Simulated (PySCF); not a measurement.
MgH: energy against distance

Set-up: PySCF, no relativity, basis sets Mg def2-TZVP, H def2-TZVP. Energies in eV from Mg + H in their ground configurations at the same level. State: ²Σ⁺ (doublet), unpaired electrons σ ↑.

All columns are PBE0. A positive dipole means Mg(−)H(+).

| R (Å) | E (eV) | μ (D) | Mulliken charge on Mg (basis-dependent) | HOMO (eV) | LUMO (eV) | Mayer bond order | ⟨S²⟩ |
| --- | --- | --- | --- | --- | --- | --- | --- |
| 1.500 | -1.087 | -0.71 | 0.17 | -4.73 | -1.84 | 0.91 | 0.75 |
| 1.570 | -1.257 | -0.87 | 0.17 | -4.79 | -1.91 | 0.91 | 0.75 |
| 1.639 | -1.356 | -1.04 | 0.17 | -4.85 | -1.98 | 0.91 | 0.75 |
| 1.692 | -1.393 | -1.17 | 0.18 | -4.90 | -2.04 | 0.90 | 0.75 |
| 1.744 | -1.404 | -1.30 | 0.18 | -4.94 | -2.09 | 0.90 | 0.75 |
| 1.796 | -1.395 | -1.42 | 0.19 | -4.98 | -2.14 | 0.89 | 0.76 |
| 1.866 | -1.355 | -1.59 | 0.19 | -5.04 | -2.22 | 0.88 | 0.76 |
| 1.953 | -1.276 | -1.78 | 0.19 | -5.12 | -2.30 | 0.87 | 0.76 |
| 2.058 | -1.150 | -2.00 | 0.19 | -5.21 | -2.40 | 0.84 | 0.76 |
| 2.197 | -0.958 | -2.22 | 0.19 | -5.33 | -2.51 | 0.79 | 0.77 |

A fit through these points gives, at Re = 1.744 Å, μ = -1.30 D and dμ/dR = -2.44 D/Å; the reduced mass is 0.9672 u.

Problem. How strong is the fundamental in the double-harmonic approximation, I = 42.26·(dμ/dR)²/μred km/mol?

Solution. I = 42.26·(-2.44)²/0.9672 = 260 km/mol at PBE0.

The state was picked by a PBE0 search and need not be the measured ground state.
